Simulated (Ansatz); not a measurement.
The same path of AlBH5Si (8 atoms, charge 0, multiplicity 2) was run twice with different band settings. The coordinate that changes most is the dihedral B1–Al2–Si3–H8.

These are results of UKS PBE/def2-SVP in Ansatz, not measurements.

Relaxed end points:

```xyz
8
Properties=species:S:1:pos:R:3
B -1.875 0.628 -1.328
Al 0.017 0.947 -0.652
Si 0.847 -0.758 0.928
H -3.003 0.362 -1.679
H 0.876 2.216 -1.121
H 1.176 -0.136 2.266
H 2.114 -1.399 0.411
H -0.152 -1.860 1.175
```

```xyz
8
Properties=species:S:1:pos:R:3
B -1.932 0.988 -0.981
Al 0.070 0.621 -0.966
Si 0.846 -0.759 0.927
H -3.129 1.156 -0.911
H 1.041 1.195 -2.105
H -0.275 -1.177 1.844
H 1.859 -0.008 1.760
H 1.520 -2.017 0.432
```

Common settings: spring 5.0 eV/Å²; optimiser quadratic models (default); start path through a guess of the saddle point; force threshold 0.03 eV/Å; iteration limit 60; end points relaxed.

| run | movable images | climbing image |
| --- | --- | --- |
| 1 | 5 | yes |
| 2 | 8 | no |

What does each run give, and how far can it be trusted?

Run 1: converged after 8 iterations, highest image 0.015 eV above the first end. A vibrational analysis at the climbing image gives one clearly imaginary mode, 58i cm⁻¹: a first-order saddle point.
Run 2: converged after 7 iterations, highest image 0.015 eV above the first end. No image climbed, so the highest image needn't sit at the top of the path.
